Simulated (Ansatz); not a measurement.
# NSi2: the cost of one run

The runs use Ansatz 0.2.0, Gaussian basis; cc-pVTZ, core rule «outside noble gas», up to 11 orbitals frozen.

The runs, in order: UHF; CCSD(T) on ROHF; CCSD(T) on UHF; BCCD(T) on ROHF; CCSDT(Q) on ROHF; CCSDT(Q) on UHF; CASSCF and NEVPT2, 12 electrons in 12 orbitals.

3 further runs of the same task are left out: 3 set aside as unsound or not needed.

### Step 1. The geometry

The geometry is a PBE0/def2-TZVP stationary point (not a proven minimum) of the parent state, kept for this charge and spin.

3 atoms, charge 1, spin multiplicity 5.

Atoms are counted from 1 here; the program's logs count them from 0.

Bond lengths: Si1–N2 1.661 Å, N2–Si3 1.597 Å. Angles: Si1–N2–Si3 180.0°.

### Step 2. UHF

Contents of in.yaml:

```yaml
crystal:
  periodic: [false, false, false]
  atoms:
    - {symbol: Si, position_ang: [0.000000, 0.000000, 1.639800]}
    - {symbol: N, position_ang: [0.000000, 0.000000, -0.021300]}
    - {symbol: Si, position_ang: [0.000000, 0.000000, -1.618500]}
basis:
  gaussian: {orbitals: cc-pVTZ}
total_charge: 1
magnetization: {spin_polarized: true, initial_magnetization: 4}
hamiltonian: {xc: hf}
output: {orbitals: {seedname: orbitals}}
```

Run with:

```console
$ ansatz run in.yaml --threads 1 --pin off --events-out ev --progress --plain --max-ram 4096MiB --backend cpu
```

**Question.** How long does this run take on 1 thread of AMD EPYC 7R13, shared host, and how much memory does it need?

About 10 s, with a peak of 0.28 GiB.
